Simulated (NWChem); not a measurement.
System: water (H$_{2}$O); SMILES O

```xyz
3

O      0.0000     0.0000     0.1432
H      0.7577     0.0000    -0.4699
H     -0.7577     0.0000    -0.4699
```
Atoms are numbered in this order, from 1.

Results from NWChem. Geometry: optimised at PBE-D3(BJ)/def2-SVP. Hartree-Fock couplings suffer from near triplet instabilities. Isotropic indirect couplings, all four terms, static geometry, non-relativistic.

For level Hartree-Fock/pcJ-1:

```yaml
J(17O atom 1, 1H atom 2) (Hz): -90.8
J(1H atom 2, 1H atom 3) (Hz): -26.2
```

### Question
What are these values for level PBE0/pcJ-1?

### Answer
- J(17O atom 1, 1H atom 2) (Hz): -58.7
- J(1H atom 2, 1H atom 3) (Hz): -10.4
